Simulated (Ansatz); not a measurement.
Compare A (`FC1CC1(F)F`) with its isomer B (`F/C=C(\F)CF`).

Computed with Ansatz on PBE0-D4/def2-TZVP structures; ΔE is electronic, products minus reactants. CBS: MP2 limit from def2 TZ/QZ plus the TZ coupled-cluster correction, frozen cores. DFT in def2-TZVPP. B3LYP here is the variant with VWN-RPA as its local correlation; programs differ in this. Each species was taken in one conformer, which may not be the lowest.

A:

```xyz
9

F     1.5802    0.8460   -0.7599
C     0.2676    0.6599   -0.4939
C    -0.2452   -0.7673   -0.4101
C    -0.1166    0.0688    0.8045
F     0.8297   -0.2236    1.6985
F    -1.2181    0.5188    1.4218
H    -0.3694    1.4219   -0.9297
H     0.5014   -1.5439   -0.5245
H    -1.2296   -0.9805   -0.8067
```

B:

Z-matrix (Å, degrees):
```
C
F 1 1.372
C 1 1.489 2 110.6
H 1 1.096 2 108.8 3 -121.0
H 1 1.096 2 108.8 3 121.0
C 3 1.321 1 125.9 2 -0.1
F 3 1.336 1 112.3 2 179.9
F 6 1.331 3 121.8 1 -180.0
H 6 1.080 3 122.8 1 -0.1
```

**Question.** Which is lower in electronic energy at CCSD(T)/CBS, and by how much? (Estimate.)

**Answer.** Ansatz gave: B, by 4.6 kcal/mol.

**Question.** Give E(B) − E(A) in kcal/mol with HF/def2-TZVPP, BLYP-D4, B3LYP, CCSD/def2-TZVPP, PBE-D4, CCSD(T)/def2-TZVPP, r2SCAN-D4. (Estimate.)

**Answer.** Computed: HF/def2-TZVPP -6.1, BLYP-D4 -8.3, B3LYP -6.4, CCSD/def2-TZVPP -3.9, PBE-D4 -2.7, CCSD(T)/def2-TZVPP -4.1, r2SCAN-D4 -2.3. None reverses the order clearly.

**Question.** Does the order hold for the free energy at 298.15 K (harmonic terms from PBE0-D4)? (Estimate.)

**Answer.** Ansatz gave: Yes: G(B) − G(A) = -5.2 kcal/mol, for one conformer each.

Largest T1 diagnostic: 0.012.

From BLYP to BHLYP (50 % exact exchange), in def2-TZVPP and without D4, E(B) − E(A) moves by +3.6 kcal/mol. In def2-TZVPP, CCSD(T) changes the Hartree–Fock value by +2.0 kcal/mol (the triples alone add −0.2 kcal/mol) and MP2 by +3.9 kcal/mol.
